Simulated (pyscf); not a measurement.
PySCF, gas phase, ωB97X-D3(BJ)/def2-SVP geometries.

PBE/def2-TZVP puts the barrier of `[NH][SiH2][F]` [doublet] + `[NH3]` → `[NH2][SiH2][F]` + `[NH2]` [doublet] (hydrogen abstraction; doublet surface; H–N broken, H–N formed) at -0.5 kcal/mol and the reaction energy at -2.8 kcal/mol, from the separated reactants. What do r²SCAN/def2-TZVP, PBE0-D3(BJ)/def2-TZVP, ωB97M-D3(BJ)/def2-TZVP give on the same structures?

r²SCAN: ΔE‡ = 1.9 kcal/mol, ΔE = -4.3 kcal/mol; PBE0-D3(BJ): ΔE‡ = 4.2 kcal/mol, ΔE = -4.6 kcal/mol; ωB97M-D3(BJ): ΔE‡ = 8.8 kcal/mol, ΔE = -4.8 kcal/mol. PBE's barrier lies under all of them, by 2.4 to 9.3 kcal/mol. Its reaction energy lies over all of them, by 1.5 to 1.9 kcal/mol. Low barriers are usual for a GGA, whose delocalisation error favours stretched bonds. On the product side the descent ends in a complex, 5.1 kcal/mol under the separated species and 18.6 kcal/mol under the saddle at ωB97X-D3(BJ)/def2-TZVP. At PBE this geometry lies under the reactants; that is no barrier but a single point on another level's saddle; such a level's own saddle, if it has one, lies nearer that side and is low. •HN–SiH₂–F lies 17.7 kcal/mol over its isomer H₂N–SiH•–F (electronic energy, ωB97M-D3(BJ)/def2-TZVP). This is the saddle that the search found; another between the same sides may lie lower. The angle at the transferred H is 150°.
